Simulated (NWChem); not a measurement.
System: CH cation, singlet

NWChem input:

```
start job
memory heap 200 mb stack 900 mb global 1100 mb
charge 1
geometry units angstroms noautosym nocenter noautoz
  C      0.000000     0.000000    -0.141582
  H      0.000000     0.000000     0.998784
end
basis spherical
  C library 6-31+g*
  H library 6-31+g*
end
dft
  xc xpbe96 cpbe96
  iterations 150
end
tddft
  cis
  nroots 6
  notriplet
end
task tddft energy
```

Low-valent species are run as closed-shell singlets; no triplet was tried in these runs. All runs use the structure optimised with PBE0-D3(BJ)/def2-TZVP.

Vertical excitations in the gas phase.

Question: Give the results of this calculation. (PBE/6-31+G* (spherical d), TDA.) Quantities: basis functions; lowest excitation, singlet (eV); oscillator strength of that lowest state; lowest state with f > 0.02, singlet (eV); oscillator strength of that bright state; orbital gap (eV).

Answer: 
| Property | Result |
|---|---|
| number of basis functions | 20 |
| lowest excitation, singlet (eV) | 3.11 |
| oscillator strength of that lowest state | 0.013 |
| lowest state with f > 0.02, singlet (eV) | 12.29 |
| oscillator strength of that bright state | 0.284 |
| orbital gap (eV) | 2.16 |
